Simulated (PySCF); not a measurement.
# SiH3O− (SMILES [O-][SiH3]) at CCSDT(Q)/STO-3G

Aim: the energy change on altering one bond length of SiH3O− at CCSDT(Q)/STO-3G, from 2 runs. 

Program for the calculation: PySCF 2.14.0.

11 further runs of the same task are left out: 2 that didn't finish, 9 set aside as unsound or not needed.

## (1) Starting point

SiH3O− has 5 atoms, charge -1, and is taken as a singlet. As SMILES, `[O-][SiH3]`. The shape is that of a GFN2-xTB optimisation.

Bond lengths: O1–Si2 1.535 Å, Si2–H3 1.516 Å, Si2–H4 1.516 Å, Si2–H5 1.516 Å. Angles: O1–Si2–H3 116.1°, O1–Si2–H4 116.1°, O1–Si2–H5 116.1°, H3–Si2–H4 102.1°, H3–Si2–H5 102.1°, H4–Si2–H5 102.1°.

## (2) A single-point energy at CCSDT(Q)/STO-3G

File calc.py:

```python
from pyscf import gto, cc

molecule = gto.M(
    atom=[
    ('O', (-1.444170, 0.271390, 0.700100)),
    ('Si', (-0.082700, 0.015600, 0.039800)),
    ('H', (-0.104440, -0.247420, -1.452600)),
    ('H', (0.697830, -1.174610, 0.561420)),
    ('H', (0.933480, 1.135040, 0.151280)),
],
    charge=-1,
    basis='sto-3g',
    verbose=4,
    max_memory=1860,
    spin=0,
)

myscf = molecule.RHF()
myscf.conv_tol = 1e-10
myscf.kernel()
if not myscf.converged:
    myscf = myscf.newton().run(myscf.mo_coeff, myscf.mo_occ)

mycc = cc.CCSDT(myscf, frozen=6)
mycc.kernel()
e_bracket, e_q = mycc.ccsdt_q()
etot = mycc.e_tot + e_q
print('E(%s) = %.9f' % ('CCSDT(Q)', etot))
```

Started as:

```sh
OMP_NUM_THREADS=1 python calc.py
```

Output:

```text
PySCF version 2.14.0

[... 57 lines left out ...]
converged SCF energy = -360.930929590584
[... 16 lines left out ...]
WARN: A large `blksize` is being used, which may cause large memory consumption
[... 13 lines left out ...]
Init t2, MP2 energy = -361.011592754187  E_corr(MP2) -0.080663163604
[... 15 lines left out ...]
RCCSDT converged
[... 5 lines left out ...]
E(CCSDT(Q)) = -361.038114601
```

It took 1.6 s on 1 thread of Arm Neoverse V1, shared host; peak memory 0.12 GiB.

## (3) The distorted shape, same level

File job.py:

```python
from pyscf import gto, scf, cc

molecule = gto.M(
    atom=[
    ('O', (-2.257138, -0.624189, 0.610913)),
    ('Si', (-0.895668, -0.879979, -0.049387)),
    ('H', (-0.917408, -1.142999, -1.541787)),
    ('H', (-0.115138, -2.070189, 0.472233)),
    ('H', (0.933480, 1.135040, 0.151280)),
],
    charge=-1,
    max_memory=1860,
    verbose=4,
    spin=0,
    basis='sto-3g',
)

calc0 = scf.RHF(molecule)
calc0.conv_tol = 1e-10
calc0.kernel()
if not calc0.converged:
    calc0 = calc0.newton().run(calc0.mo_coeff, calc0.mo_occ)

mycc = cc.CCSDT(calc0, frozen=6)
mycc.kernel()
e_bracket, e_q = mycc.ccsdt_q()
etot = mycc.e_tot + e_q
print('Final energy', etot)
```

Started as:

```sh
OMP_NUM_THREADS=1 python job.py
```

Output:

```text
PySCF version 2.14.0

[... 63 lines left out ...]
converged SCF energy = -360.753833669427
[... 16 lines left out ...]
WARN: A large `blksize` is being used, which may cause large memory consumption
[... 13 lines left out ...]
Init t2, MP2 energy = -360.884591665741  E_corr(MP2) -0.130757996314
[... 20 lines left out ...]
RCCSDT converged
[... 5 lines left out ...]
Final energy -360.9213399365662
```

Wall time 1.6 s (1 thread of Arm Neoverse V1, shared host); peak memory 0.1 GiB.

## (4) Results

Level: CCSDT(Q)/STO-3G, 6 core orbitals frozen.

| quantity | value |
| --- | --- |
| first shape: total energy | -361.03811 Eh |
| first shape: HOMO energy (Hartree–Fock orbitals) | 2.51 eV |
| first shape: LUMO energy (Hartree–Fock orbitals) | 22.02 eV |
| first shape: HOMO–LUMO gap (to an unbound level, set by the basis) | 19.51 eV |
| first shape: correlation energy (6 core orbitals frozen) | -107.2 mEh |
| first shape: T1 diagnostic | 0.019 |
| distorted shape: total energy | -360.92134 Eh |
| distorted shape: HOMO energy (Hartree–Fock orbitals) | 3.37 eV |
| distorted shape: LUMO energy (Hartree–Fock orbitals) | 12.33 eV |
| distorted shape: HOMO–LUMO gap (to an unbound level, set by the basis) | 8.96 eV |
| distorted shape: correlation energy (6 core orbitals frozen) | -167.5 mEh |
| distorted shape: T1 diagnostic | 0.050 |
| energy change with the Si2–H5 bond stretched from 1.516 to 2.729 Å | 3.178 eV |

With the Si2–H5 bond stretched from 1.516 to 2.729 Å the energy rises by 3.18 eV (307 kJ/mol). The first shape isn't relaxed at this level, so the change isn't measured from a minimum. The minimal basis adds a large error of its own. Mulliken charges (first shape) of the mean-field density run from -0.76 on O1 to +0.72 on Si2; they depend strongly on the basis. The HOMO (first shape) lies at positive energy, 2.51 eV: the electron is unbound at this level or held by a compact basis; values depend on the basis. The T1 diagnostic (distorted shape) of 0.050 is above the customary mark for such species, so a single reference may not serve. The HOMO (distorted shape) lies at positive energy, 3.37 eV: the electron is unbound at this level or held by a compact basis; values depend on the basis.
